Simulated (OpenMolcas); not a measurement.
# C2H4F2 (1,1-difluoroethane) at 6 levels

We compute a comparison of 6 runs (HF/STO-3G, B3LYP/6-31G*, B2PLYP/6-311+G**, BLYP/6-311+G**, PBE0/6-311+G**, TPSS/6-311+G**) of C2H4F2 (1,1-difluoroethane). 

Program for the calculation: OpenMolcas 26.06.

### 1 The molecule

C2H4F2 has 8 atoms, charge 0, and is taken as a singlet. SMILES: `CC(F)F`. The C2–H8 distance was set to 1.643 Å, away from the relaxed value. At this shape a bond of the SMILES string is far longer than usual.

Bond lengths: C1–C2 1.497 Å, C2–F3 1.361 Å, C2–F4 1.361 Å, C1–H5 1.091 Å, C1–H6 1.091 Å, C1–H7 1.090 Å. Angles: C1–C2–F3 110.3°, C1–C2–F4 110.3°, F3–C2–F4 107.0°, C2–C1–H5 109.4°, C2–C1–H6 109.9°, C2–C1–H7 109.9°, H5–C1–H6 109.3°, H5–C1–H7 109.3°, H6–C1–H7 109.1°. A long bond or contact: C2–H8 1.643 Å.

### 2 The energy at HF/STO-3G (run 1)

Contents of run.inp:

```
>>> EXPORT MOLCAS_PRINT=2
&GATEWAY
BASLIB=$CurrDir
COORD
8
angstrom
C        0.480309       0.986682      -0.145536
C        0.425009      -0.509118      -0.177036
F        1.402509      -1.034318       0.610264
F        0.645209      -0.963018      -1.440736
H        1.458409       1.320982      -0.494236
H        0.319809       1.341882       0.872964
H       -0.293991       1.399682      -0.792836
H       -1.006100      -1.136400       0.329500
BASIS=STO-3G
GROUP=NoSym
&SEWARD
&SCF
THRESHOLDS=1e-10 1e-07 1e-07 1e-05
PRORBITALS=1 1
```

The basis set STO-3G is read from a file made from the Basis Set Exchange's data (not shown).

Run with:

```
$ export MOLCAS_MEM=1860
$ pymolcas run.inp > run.log
```

Output:

```text
--- Start Module: gateway ---
[...]
--- Stop Module: gateway /rc=_RC_ALL_IS_WELL_ ---
--- Start Module: seward ---
[...]
      Basis functions           24
--- Stop Module: seward /rc=_RC_ALL_IS_WELL_ ---
--- Start Module: scf ---
[...]
       Convergence after  11 Iterations
[...]
::    Total SCF energy                               -273.1059615818
[...]
      Total spin, S                                     0.0000000000
[...]
      Total electronic charge=   34.000000
      Total            charge=   -0.000000
[...]
      Dipole Moment (debye):
      Origin of the operator (angstrom)=    0.7610   -0.4432   -0.2989
                   X= -5.2229E-01               Y=  1.2508E+00               Z=  2.3664E-01           Total=  1.3759E+00
      Quadrupole Moment (debye*angstrom):
[...]
--- Stop Module: scf /rc=_RC_ALL_IS_WELL_ ---
[...]
```

Run time: 1.7 s. Hardware: 1 thread of Arm Neoverse V1, shared host; peak memory 0.37 GiB.

### 3 The energy at B3LYP/6-31G(d) (spherical functions) (run 2)

Contents of struct.xyz:

```xyz
8

C      0.480309     0.986682    -0.145536
C      0.425009    -0.509118    -0.177036
F      1.402509    -1.034318     0.610264
F      0.645209    -0.963018    -1.440736
H      1.458409     1.320982    -0.494236
H      0.319809     1.341882     0.872964
H     -0.293991     1.399682    -0.792836
H     -1.006100    -1.136400     0.329500
```

Contents of job.inp:

```
* C2H4F2 Kohn-Sham DFT
>>> EXPORT MOLCAS_PRINT=2

&gateway
 baslib = $CurrDir
 coord = struct.xyz
 basis = 6-31Gs
 group = NoSym

&seward
 gridinput
 Grid=UltraFine
 End of Grid

&scf
 ksdft = B3LYP
 thresholds = 1e-10 1e-07 1e-07 1e-05
 prorbitals = 1 1
```

The basis set 6-31G* is read from a file made from the Basis Set Exchange's data (not shown).

Run with:

```
$ export MOLCAS_MEM=1860
$ pymolcas job.inp > job.log
```

Output:

```text
--- Start Module: gateway ---
[...]
--- Stop Module: gateway /rc=_RC_ALL_IS_WELL_ ---
--- Start Module: seward ---
[...]
      Basis functions           64
--- Stop Module: seward /rc=_RC_ALL_IS_WELL_ ---
[...]
--- Start Module: scf ---
[...]
       Convergence after  13 Iterations
[...]
::    Total KS-DFT energy                            -278.2277546630
[...]
      Total spin, S                                     0.0000000000
[...]
      Total electronic charge=   34.000000
      Total            charge=   -0.000000
[...]
      Dipole Moment (debye):
      Origin of the operator (angstrom)=    0.7610   -0.4432   -0.2989
                   X= -4.5753E-01               Y=  1.7757E+00               Z=  2.3113E-01           Total=  1.8482E+00
      Quadrupole Moment (debye*angstrom):
[...]
--- Stop Module: scf /rc=_RC_ALL_IS_WELL_ ---
[...]
```

Run time: 17 s. Hardware: 1 thread of Arm Neoverse V1, shared host; peak memory 0.4 GiB.

Runs 3 to 4 aren't shown in full; the table further down has their settings and results.

### 4 The energy at PBE0/6-311+G(d,p) (run 5)

Contents of calc.inp:

```
&GATEWAY
 BasLib=$CurrDir
 Coord
 8
 angstrom
 C        0.480309       0.986682      -0.145536
 C        0.425009      -0.509118      -0.177036
 F        1.402509      -1.034318       0.610264
 F        0.645209      -0.963018      -1.440736
 H        1.458409       1.320982      -0.494236
 H        0.319809       1.341882       0.872964
 H       -0.293991       1.399682      -0.792836
 H       -1.006100      -1.136400       0.329500
 Basis=6-311pGss
 Group=NoSym

&SEWARD
 GridInput
 Grid=UltraFine
 End of Grid

&SCF
 KSDFT=PBE0
 Thresholds=1e-10 1e-07 1e-07 1e-05
 PrOrbitals=1 1
```

The basis set 6-311+G** is read from a file made from the Basis Set Exchange's data (not shown).

Run with:

```
$ export MOLCAS_MEM=1860
$ pymolcas calc.inp > calc.log
```

Output:

```text
--- Start Module: gateway ---
[...]
--- Stop Module: gateway /rc=_RC_ALL_IS_WELL_ ---
--- Start Module: seward ---
[...]
      Basis functions          112
--- Stop Module: seward /rc=_RC_ALL_IS_WELL_ ---
[...]
--- Start Module: scf ---
[...]
       Convergence after  14 Iterations
[...]
::    Total KS-DFT energy                            -278.0368970765
[...]
      Total spin, S                                     0.0000000000
[...]
      Total electronic charge=   34.000000
      Total            charge=   -0.000000
[...]
      Dipole Moment (debye):
      Origin of the operator (angstrom)=    0.7610   -0.4432   -0.2989
                   X= -8.8705E-01               Y=  1.9925E+00               Z=  3.9730E-01           Total=  2.2170E+00
      Quadrupole Moment (debye*angstrom):
[...]
--- Stop Module: scf /rc=_RC_ALL_IS_WELL_ ---
[...]
```

It took 42 s on 1 thread of Arm Neoverse V1, shared host; peak memory 0.67 GiB.

### 5 A single-point energy at TPSS/6-311+G(d,p) (run 6)

calc.inp: that of step 4 with these lines changed.

```diff
@@ -1,3 +1,3 @@
 &GATEWAY
- BasLib=$CurrDir
+ BasLib = $CurrDir
  Coord
@@ -13,4 +13,4 @@
  H       -1.006100      -1.136400       0.329500
- Basis=6-311pGss
- Group=NoSym
+ Basis = 6-311pGss
+ Group = NoSym
 
@@ -22,4 +22,6 @@
 &SCF
- KSDFT=PBE0
- Thresholds=1e-10 1e-07 1e-07 1e-05
- PrOrbitals=1 1
+ KSDFT = 2
+ 1.0 MGGA_X_TPSS
+ 1.0 MGGA_C_TPSS
+ Thresholds = 1e-10 1e-07 1e-07 1e-05
+ PrOrbitals = 1 1
```

The basis set 6-311+G** is read from a file made from the Basis Set Exchange's data (not shown).

Run with:

```
$ export MOLCAS_MEM=1860
$ pymolcas calc.inp > calc.log
```

Output:

```text
--- Start Module: gateway ---
[...]
--- Stop Module: gateway /rc=_RC_ALL_IS_WELL_ ---
--- Start Module: seward ---
[...]
      Basis functions          112
--- Stop Module: seward /rc=_RC_ALL_IS_WELL_ ---
[...]
--- Start Module: scf ---
[...]
       Convergence after  15 Iterations
[...]
::    Total KS-DFT energy                            -278.3566490495
[...]
      Total spin, S                                     0.0000000000
[...]
      Total electronic charge=   34.000000
      Total            charge=   -0.000000
[...]
      Dipole Moment (debye):
      Origin of the operator (angstrom)=    0.7610   -0.4432   -0.2989
                   X= -7.3136E-01               Y=  1.9682E+00               Z=  3.3896E-01           Total=  2.1269E+00
      Quadrupole Moment (debye*angstrom):
[...]
--- Stop Module: scf /rc=_RC_ALL_IS_WELL_ ---
[...]
```

Wall time 60 s (1 thread of Arm Neoverse V1, shared host); peak memory 0.67 GiB.

### 6 The series

| run | level | integration grid | frozen core orbitals | energy (Eh) | dipole moment (D) | HOMO energy (eV) | LUMO energy (eV) | wall time |
| --- | --- | --- | --- | --- | --- | --- | --- | --- |
| 1 | HF/STO-3G | – | – | -273.105962 | 1.38 | -9.02 | 8.24 | 1.7 s |
| 2 | B3LYP/6-31G* (spherical functions) | UltraFine | – | -278.227755 | 1.85 | -8.14 | -0.32 | 17 s |
| 3 | B2PLYP/6-311+G** | UltraFine | 4 | -278.102083 | 2.34 | -10.07 | 0.28 | 36 s |
| 4 | BLYP/6-311+G** | UltraFine | – | -278.277083 | 2.11 | -7.33 | -1.75 | 42 s |
| 5 | PBE0/6-311+G** | UltraFine | – | -278.036897 | 2.22 | -8.77 | -0.81 | 42 s |
| 6 | TPSS/6-311+G** | UltraFine | – | -278.356649 | 2.13 | -7.51 | -1.57 | 60 s |

### 7 Summary of results

| quantity | value |
| --- | --- |
| run 6: total energy | -278.35665 Eh |
| run 6: dipole moment | 2.13 D |
| run 6: HOMO energy | -7.51 eV |
| run 6: LUMO energy | -1.57 eV |
| run 6: HOMO–LUMO gap | 5.94 eV |

In words: The dipole moment (its size) runs from 1.38 D (HF/STO-3G) to 2.34 D (B2PLYP/6-311+G**). The two ends differ in method and basis. A double hybrid's value is that of its SCF part. The HOMO–LUMO gap runs from 5.58 eV (BLYP/6-311+G**) to 17.26 eV (HF/STO-3G). For B2PLYP the log adds the whole second-order term; the table takes 0.27 of it, as the functional is defined. Totals of different functionals can't be ranked against each other. In run 1 the basis is minimal, so the values are rough. All runs together took 3.3 min, the longest 60 s.
